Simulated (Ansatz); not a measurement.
## H₂Ge–GeH₂, triplet: the ladder up to UCCSDT(Q)

Geometry: displaced at random from a stationary point.

```json
{"atom": "Ge", "x (Å)": "0.1006", "y (Å)": "-0.0022", "z (Å)": "1.2228"}
{"atom": "Ge", "x (Å)": "-0.0643", "y (Å)": "0.0062", "z (Å)": "-1.2209"}
{"atom": "H", "x (Å)": "-0.6974", "y (Å)": "1.2260", "z (Å)": "1.7990"}
{"atom": "H", "x (Å)": "-0.6143", "y (Å)": "-1.3338", "z (Å)": "1.8172"}
{"atom": "H", "x (Å)": "-0.7174", "y (Å)": "1.1516", "z (Å)": "-1.8865"}
{"atom": "H", "x (Å)": "-0.5839", "y (Å)": "-1.3327", "z (Å)": "-1.8676"}
```

Basis cc-pVDZ; Ansatz 0.2.0. Only valence electrons are correlated (noble-gas cores and the filled d shells of p-block atoms frozen), which leaves 12 electrons in 46 orbitals. R marks a restricted (for open shells ROHF) determinant, U an unrestricted one. No spin–orbit coupling is included, and no scalar relativity.

Full CI isn't at hand for all of this; UCCSDT(Q) serves as the reference, and is uncertain by about the last step of the cluster series.

The UHF ⟨S²⟩ is 2.011 and the T1 diagnostic (RCCSD) is 0.0175. The largest doubles amplitude (RCCSD) is 0.035. The T1 diagnostic (UCCSD) is 0.0127.

From what is known of these methods and the diagnostics, rank them by the size of their error in total energy against UCCSDT(Q) in cc-pVDZ, smallest first (an estimate: the text doesn't fix the numbers).
A. UCCSDT
B. UMP2
C. UHF
D. UCCSD(T)
E. UCCSD

A (5 meV), D (38 meV), E (174 meV), B (1305 meV), C (5708 meV).

All errors are against UCCSDT(Q) in cc-pVDZ. Within each family the higher level lies nearer, as is usual though not guaranteed.
